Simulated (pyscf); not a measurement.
## 1,1-elimination: H₃C–Al(CH₃)–CH₃ (SMILES [CH3][Al]([CH3])[CH3]) -> H₃C–CH₃ (SMILES CC) + H₃C–Al (SMILES [CH3][Al]) [singlet]

Gas phase, singlet surface, charge 0. Bonds broken: C1–Al2, Al2–C3. Bonds formed: C1–C3. Optimised with ωB97X-D3(BJ)/def2-SVP in PySCF. MP2 and CC: frozen core, UHF for open shells. ΔMP2 is the change of the MP2 total energy from the triple- to the quadruple-zeta basis.

Transition state (Å):

```xyz
13

C     -1.0086    -1.7892     0.7238
Al     0.1369    -0.5183    -0.6112
C      0.0847    -0.0690     1.4757
C     -0.6263     1.2711    -1.0385
H     -0.4045    -2.6690     0.9686
H     -1.6496    -1.4983     1.5659
H     -1.6745    -2.0255    -0.1223
H      0.3118    -0.7023     2.3408
H     -0.4171     0.8686     1.7636
H      1.0907     0.1086     0.9712
H     -0.6033     1.4997    -2.1159
H     -1.6783     1.3318    -0.7036
H     -0.0682     2.0702    -0.5179
```

One imaginary mode, 741i cm⁻¹; descent along it reached the two sides named.

```json
[
 {"bond": "C1–Al2", "change": "breaks", "reactant side (Å)": "1.963", "saddle": "2.170", "product side": "3.5"},
 {"bond": "Al2–C3", "change": "breaks", "reactant side (Å)": "1.963", "saddle": "2.135", "product side": "3.4"},
 {"bond": "C1–C3", "change": "forms", "reactant side (Å)": "3.4", "saddle": "2.173", "product side": "1.526"}
]
```

Electronic energies relative to the reactant's lowest minimum found (eV):

```json
[
 {"level": "ωB97X-D3(BJ)/def2-TZVP", "barrier": "4.88", "reaction energy": "+1.70", "reverse barrier": "3.19"},
 {"level": "PBE/def2-TZVP", "barrier": "4.07", "reaction energy": "+1.47", "reverse barrier": "2.60"},
 {"level": "r²SCAN/def2-TZVP", "barrier": "4.37", "reaction energy": "+1.74", "reverse barrier": "2.63"},
 {"level": "B3LYP-D3(BJ)/def2-TZVP", "barrier": "4.44", "reaction energy": "+1.46", "reverse barrier": "2.98"},
 {"level": "PBE0-D3(BJ)/def2-TZVP", "barrier": "4.46", "reaction energy": "+1.57", "reverse barrier": "2.89"},
 {"level": "M06-2X/def2-TZVP", "barrier": "4.61", "reaction energy": "+1.54", "reverse barrier": "3.07"},
 {"level": "ωB97M-D3(BJ)/def2-TZVP", "barrier": "4.68", "reaction energy": "+1.49", "reverse barrier": "3.19"},
 {"level": "HF/def2-TZVP", "barrier": "5.60", "reaction energy": "+1.23", "reverse barrier": "4.37"},
 {"level": "MP2/def2-QZVPP", "barrier": "4.65", "reaction energy": "+1.70", "reverse barrier": "2.95"},
 {"level": "CCSD/def2-TZVPP", "barrier": "4.74", "reaction energy": "+1.41", "reverse barrier": "3.33"},
 {"level": "CCSD(T)/def2-TZVPP", "barrier": "4.45", "reaction energy": "+1.47", "reverse barrier": "2.98"},
 {"level": "CCSD(T)/def2-TZVPP + ΔMP2(QZVPP)", "barrier": "4.46", "reaction energy": "+1.52", "reverse barrier": "2.94"}
]
```

With CCSD(T)/def2-TZVPP + ΔMP2(QZVPP) energies and thermal terms (ideal gas, 1 atm, RRHO with modes under 100 cm⁻¹ raised to 100, one conformer, R ln 2 for chiral ones without a mode under 150 cm⁻¹), in eV:

| T (K) | ΔH‡ | ΔG‡ | ΔH | ΔG |
|---|---|---|---|---|
| 298 | 4.44 | 4.53 | +1.57 | +1.24 |
| 600 | 4.41 | 4.63 | +1.49 | +0.93 |
| 900 | 4.38 | 4.75 | +1.42 | +0.67 |
| 1200 | 4.35 | 4.88 | +1.36 | +0.43 |

The same reactants have a lower exit, to CH₃• + [H₃C–Al–CH₃]• (no saddle counted: cutting one bond costs +3.81 eV at ωB97M-D3(BJ)/def2-TZVP, against +4.68 eV here). This is the saddle that the search found; another between the same sides may lie lower. A restricted solution here is unstable towards spin polarisation, so biradical character is likely and single-reference numbers are less safe. The CCSD(T) − MP2 part came from Ansatz, without density fitting, on the same reference. The largest closed-shell T1 diagnostic is 0.034, which may signal static correlation.
